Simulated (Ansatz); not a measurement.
Worked example: C3H5F3 → C2H2F2 + CH3F

Species: C3H5F3 (1,2,3-trifluoropropane) `FCC(F)CF`, singlet; C2H2F2 (1,2-difluoroethene) `F/C=C/F`, singlet; CH3F (fluoromethane) `CF`, singlet. 

Shapes, held fixed at every level: PBE0-D4/def2-TZVP. Flexible molecules stand in one conformer, not always the lowest. Programs: Ansatz 0.2.0. The zero-point and thermal change to 298 K, harmonic and unscaled (PBE0-D4/def2-TZVP), is -11.5 kJ/mol.

At CCSD(T)/CBS estimate; 1 Eh = 2625.50 kJ/mol:

```
species  energy (Eh)
 C3H5F3  -416.522222
 C2H2F2  -276.836386
   CH3F  -139.634611
```

**Question.** Work out ΔH(298 K) of the reaction at this level.

**Answer.** 
1. Products less reactants: (-276.836386) + (-139.634611) − [(-416.522222)] = 0.051225 Eh = +134.5 kJ/mol.
2. With the thermal change: +134.5 + (-11.5) = +123.0 kJ/mol.

Other levels give +115.0 (PBE-D4/def2-TZVPP) to +150.3 kJ/mol (SPW92/def2-TZVPP). No measured value is set beside it here. The CBS estimate extrapolates MP2 from def2-TZVPP and def2-QZVPP and adds CCSD(T) − MP2 in the triple-zeta set, cores frozen.
